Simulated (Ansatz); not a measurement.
```yaml
crystal:
  periodic: [true, true, true]
  atoms:
    - {symbol: S, position_ang: [-1.483953, -1.271459, -0.806040]}
    - {symbol: Al, position_ang: [0.033570, 0.106482, -0.069918]}
    - {symbol: S, position_ang: [1.098445, -0.511731, 1.726555]}
    - {symbol: H, position_ang: [-1.794670, -0.464626, -1.835654]}
    - {symbol: H, position_ang: [0.343061, 1.471194, -0.794820]}
    - {symbol: H, position_ang: [1.845547, 0.606041, 1.733676]}
basis:
  gaussian: {orbitals: def2-SVP}
hamiltonian: {xc: {name: wB97X}}
scf: {lower_state_search: off}
```

```sh
$ ansatz run in.yaml --threads 2 --pin off --events-out ev --progress --plain --max-ram 32768MiB --backend cpu
```

Output, abridged:

```
Error: YAML parse error: error: line 2 column 3: crystal: missing field `lattice` (a structure is typed as `lattice` and `atoms`, a molecule's as `atoms` in Å alone, or read from a run's directory, `checkpoint`)
 --> <input>:2:3
1 | crystal:
2 |   periodic: [true, true, true]
3 |   atoms:
4 |     - {symbol: S, position_ang: [-1.483953, -1.271459, -0.806040]}
```

Task: Something in this input is off. What?

Result: The molecule is marked periodic without a cell. The program refused the input.
